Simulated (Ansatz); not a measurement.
# One shape, several levels: C2HF (fluoroacetylene)

We compute a comparison of 6 runs (HF/STO-3G, UHF/STO-3G, B2PLYP/STO-3G, r2SCAN0/STO-3G, revPBE/STO-3G, MP2/STO-3G) of C2HF (fluoroacetylene). 

The results are computed with Ansatz 0.2.0.

49 further runs of the same task are left out: 5 that didn't finish, 44 set aside as unsound or not needed.

### Step 1. Starting point

The species is C2HF (4 atoms), meant as a singlet with charge 0. SMILES: `C#CF`. The H4–C1 distance was set to 2.657 Å, away from the relaxed value. At this shape a bond of the SMILES string is far longer than usual.

Bond lengths: C1–C2 1.192 Å, C2–F3 1.270 Å. Angles: C1–C2–F3 180.0°.

### Step 2. The energy at HF/STO-3G (run 1)

run.yaml

```yaml
basis:
  gaussian: {orbitals: STO-3G}
crystal:
  periodic: [false, false, false]
  atoms:
    - {symbol: C, position_ang: [0.526660, -0.662322, 0.423277]}
    - {symbol: C, position_ang: [1.190960, -1.496272, 0.957307]}
    - {symbol: F, position_ang: [1.898290, -2.384442, 1.525797]}
    - {symbol: H, position_ang: [-0.952830, 1.196740, -0.765890]}
hamiltonian: {xc: hf}
accuracy: high
```

Started as:

```bash
ansatz run run.yaml --threads 1 --pin off --max-ram 3480MiB --events-out events.jsonl --progress --plain --runs-dir runs
```

Output:

```text
Warning: RAYON_NUM_THREADS=1 ignored (pool sized by the plan → 1); use --threads N
Functional definition: HF
  name "HF"
  exchange = exact_x
  correlation = 0
270 factors; integrals over basis functions are off by at most 4.2e-8 eV
mean field evaluation 1: about -4700.0567 eV, gradient 2.6e1 eV
mean field evaluation 2: about -4700.1124 eV, gradient 2.6e1 eV
mean field evaluation 4: about -4704.9943 eV, gradient 3.2e0 eV
mean field evaluation 8: about -4705.0383 eV, gradient 8.1e-2 eV
mean field evaluation 16: about -4701.2276 eV, gradient 4.5e0 eV
mean field -4705.03831510 eV, -172.9069688905 hartree, gradient 1.9e-8 eV, S^2 0.000000; 0 other end points of the search recorded, 0 dependent functions left out
reference -4705.03831510 eV, -172.9069688905 hartree; 11, 11 occupied and 5, 5 virtual orbitals, 270 factors
Total energy: -4705.03831510 eV, -172.9069688905 hartree
```

Wall time 0.12 s (1 thread of Intel Xeon Platinum 8259CL at 2.50GHz (Skylake/Cascade Lake), shared host).

### Step 3. A single-point energy at UHF/STO-3G (run 2)

input.yaml

```yaml
crystal:
  periodic: [false, false, false]
  atoms:
    - {symbol: C, position_ang: [0.526660, -0.662322, 0.423277]}
    - {symbol: C, position_ang: [1.190960, -1.496272, 0.957307]}
    - {symbol: F, position_ang: [1.898290, -2.384442, 1.525797]}
    - {symbol: H, position_ang: [-0.952830, 1.196740, -0.765890]}
basis:
  gaussian:
    orbitals: STO-3G
hamiltonian:
  xc: hf
accuracy: high
magnetization:
  spin_polarized: true
```

Started as:

```bash
ansatz run input.yaml --threads 1 --pin off --max-ram 3480MiB --events-out events.jsonl --progress --plain --runs-dir runs
```

Output:

```text
Warning: RAYON_NUM_THREADS=1 ignored (pool sized by the plan → 1); use --threads N
[... 4 set-up lines as earlier in the session ...]
270 factors; integrals over basis functions are off by at most 4.2e-8 eV
mean field evaluation 1: about -4700.0567 eV, gradient 1.9e1 eV
mean field evaluation 2: about -4700.1124 eV, gradient 1.9e1 eV
mean field evaluation 4: about -4704.9943 eV, gradient 2.2e0 eV
mean field evaluation 8: about -4705.0383 eV, gradient 1.9e-2 eV
mean field evaluation 16: about -4705.0383 eV, gradient 2.6e-5 eV
mean field evaluation 32: about -4710.4767 eV, gradient 9.4e-5 eV
mean field evaluation 64: about -4709.1546 eV, gradient 5.5e-1 eV
mean field evaluation 96: about -4710.0734 eV, gradient 1.7e0 eV
mean field evaluation 128: about -4709.2591 eV, gradient 4.1e-2 eV
mean field -4710.45653442 eV, -173.1060847777 hartree, gradient 1.7e-8 eV, S^2 1.405352; 6 other end points of the search recorded, 0 dependent functions left out
reference -4710.45653442 eV, -173.1060847777 hartree; 11, 11 occupied and 5, 5 virtual orbitals, 270 factors
Total energy: -4710.45653442 eV, -173.1060847777 hartree
```

Run time: 0.34 s. Hardware: 1 thread of Intel Xeon Platinum 8259CL at 2.50GHz (Skylake/Cascade Lake), shared host.

Runs 3 to 5 aren't shown in full; the table further down has their settings and results.

### Step 4. A single-point energy at MP2/STO-3G (run 6)

run.yaml

```yaml
crystal:
  periodic: [false, false, false]
  atoms:
    - symbol: C
      position_ang: [0.526660, -0.662322, 0.423277]
    - symbol: C
      position_ang: [1.190960, -1.496272, 0.957307]
    - symbol: F
      position_ang: [1.898290, -2.384442, 1.525797]
    - symbol: H
      position_ang: [-0.952830, 1.196740, -0.765890]
basis:
  gaussian: {orbitals: STO-3G}
accuracy: high
correlation: {method: mp2, frozen_orbitals: {C: 1, F: 1, H: 0}}
```

Started as:

```bash
ansatz run run.yaml --threads 1 --pin off --max-ram 3480MiB --events-out events.jsonl --progress --plain --runs-dir runs
```

Output (excerpt; [...] marks lines left out):

```text
Warning: RAYON_NUM_THREADS=1 ignored (pool sized by the plan → 1); use --threads N
[... 2 set-up lines as earlier in the session ...]
[...]
270 factors; integrals over basis functions are off by at most 4.2e-8 eV
[...]
mean field -4705.03831510 eV, -172.9069688905 hartree, gradient 1.9e-8 eV, S^2 0.000000; 1 other end points of the search recorded, 0 dependent functions left out; unrestricted orbitals would lower it
[...]
unrestricted determinant -4710.45653441 eV, -173.1060847776 hartree, S^2 1.4054
3 core orbitals not correlated: weight in the atoms' cores, before any rotation towards them, 1.000 or more for the frozen orbitals, at most 0.000 for the correlated occupied ones
reference -4705.03831510 eV, -172.9069688905 hartree; 8, 8 occupied and 5, 5 virtual orbitals, 270 factors
second order -7.29055271 eV of doubles, -0.00000000 eV of singles
Total energy: -4712.32886781 eV, -173.1748917608 hartree
```

It took 0.16 s on 1 thread of Intel Xeon Platinum 8259CL at 2.50GHz (Skylake/Cascade Lake), shared host.

### Step 5. Overview of the runs

| run | level | frozen core orbitals | energy (Eh) | wall time |
| --- | --- | --- | --- | --- |
| 1 | HF/STO-3G | – | -172.906969 | 0.12 s |
| 2 | UHF/STO-3G | – | -173.106085 | 0.34 s |
| 3 | B2PLYP/STO-3G | 3 | -173.624566 | 1.2 s |
| 4 | r2SCAN0/STO-3G | – | -173.737013 | 2.1 s |
| 5 | revPBE/STO-3G | – | -173.826389 | 1 s |
| 6 | MP2/STO-3G | 3 | -173.174892 | 0.16 s |

### Step 6. What came out

| quantity | value |
| --- | --- |
| run 6: total energy | -173.17489 Eh |
| run 6: correlation energy (3 core orbitals frozen) | -267.9 mEh |

Totals of different functionals can't be ranked against each other. In runs 3, 6 the log says that unrestricted orbitals would lower the reference, so the values rest on an unstable closed-shell determinant (other closed-shell runs at this shape may share the fault). In runs 1, 2, 3, 4, 5, 6 the basis is minimal, so the values are rough. In runs 1, 3, 4, 5, 6 a closed-shell determinant meets a far-stretched bond, which it describes badly. Spin contamination of the reference: run 2 ⟨S²⟩ = 1.41. Where it is this large, the reference is a mixture of spin states, and values that rest on it are in doubt. All runs together took 5 s, the longest 2.1 s.
